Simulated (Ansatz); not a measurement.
Two shapes of singlet H₅O₂(+).

Shape 1:

```xyz
7

H    -0.0476    0.0126   -0.0158
O     1.1754    0.0839    0.0552
O    -1.1449   -0.0494    0.0489
H     1.6106    0.7646    0.5036
H    -1.5776   -0.8112    0.4307
H     1.6882   -0.2383   -0.7034
H    -1.7820    0.2462   -0.7075
```

Shape 2:

```xyz
7

H    -0.0714    0.0201   -0.0441
O     1.1482    0.0590    0.0466
O    -1.1674   -0.0512    0.0792
H     1.6251    0.7297    0.5034
H    -1.5830   -0.7930    0.4633
H     1.6947   -0.2521   -0.6689
H    -1.7860    0.2159   -0.6853
```

Basis set: 6-31G (spherical functions). Correlated methods keep 2 orbitals frozen. Charge 1, multiplicity 1.

Computed with Ansatz (development build ahead of 0.2.0); each method stands on the lowest determinant of its kind that the runs found.

(1) Which shape is lower in energy, and by how much in each method?

## Answers

(1)

```csv
method,E(2) − E(1) (eV)
RHF,-0.011
RHF-MP2,0.023
```

The methods disagree on the order.
